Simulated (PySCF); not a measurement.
Gas-phase reaction: BH₃ + F = BH₂F + H

Energies from PySCF (xtb for GFN2), thermal terms from the rigid-rotor harmonic-oscillator model, ideal gas at 1 bar. † marks an energy on the PBE0/def2-TZVP geometry and frequencies; other levels use their own. MP2 and CCSD(T) freeze the core. Open shells (unrestricted): F (multiplicity 2, electronic degeneracy 6), H (multiplicity 2); the rest are closed-shell singlets. GFN2 has no spin-polarisation term. Spin-orbit splitting is ignored; it lowers the true energy and changes the entropy of F. BH₂F: computed as isolated molecules; such fragments, hydroxides, amides, oligomers or adducts are transient or little studied in the gas. MP2 isn't extrapolated to the basis-set limit; its ΔH°(298 K) is -300.8 kJ in def2-SVP and -301.4 kJ in def2-TZVPP. CCSD(T) isn't extrapolated to the basis-set limit; its ΔH°(298 K) is -262.8 kJ in def2-SVP and -261.3 kJ in def2-TZVPP. The harmonic model lacks anharmonicity and excited electronic states, which grow with temperature; levels with a mode under 35 cm⁻¹ are left out.

| level | ΔE electronic, kJ | ΔH°(298 K), kJ | ΔS°(298 K), J/K | ΔG°(1800 K), kJ |
|---|---|---|---|---|
| CCSD(T)/def2-SVP† | -253 | -263 | -12 | -248 |
| GFN2-xTB | -155 | -165 | -11 | -152 |
| MP2/def2-SVP† | -291 | -301 | -12 | -286 |
| PBE0/def2-QZVP† | -262 | -271 | -12 | -256 |
| r2SCAN/def2-TZVP† | -265 | -275 | -12 | -260 |
| LDA/def2-TZVP† | -344 | -354 | -12 | -339 |
| ωB97M-V/def2-TZVP† | -261 | -271 | -12 | -256 |
| ωB97X-V/def2-TZVP† | -258 | -267 | -12 | -252 |
ΔH° is lowest at LDA/def2-TZVP† and highest at GFN2-xTB. No reference value is set beside these.
